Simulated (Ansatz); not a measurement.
AlH₃N (`[NH2][AlH]`) radical, relaxed with UKS PBE-D4/def2-SVP in Ansatz 0.2.0 from a rough embedded geometry. The force threshold is 0.03 eV/Å; the program also tests the step.

Total charge 0; spin multiplicity 2.

Start:

```xyz
5

N    -0.537   -0.227   -0.734
Al    1.168    0.164    0.060
H    -0.949    0.585   -1.055
H    -1.098   -0.511    0.093
H     1.416   -0.012    1.635
```

```csv
step,energy (eV),largest force (eV/Å),largest move (Å)
1,-8125.7869,4.184,0.000
2,-8126.0805,0.936,0.132
3,-8126.1253,2.248,0.195
4,-8126.3136,0.289,0.200
5,-8126.3185,0.131,0.036
6,-8126.3188,0.177,0.028
7 (rejected),-8126.3094,0.281,0.084
8,-8126.3223,0.026,0.024
```

End:

```xyz
5

N    -0.523    0.030   -0.444
Al    1.149    0.365    0.112
H    -0.925    0.326   -1.338
H    -1.224   -0.492    0.093
H     1.524   -0.229    1.576
```

It took 4.1 s on 2 threads of a server CPU on a shared host, with 0.12 GiB of host memory at the peak.
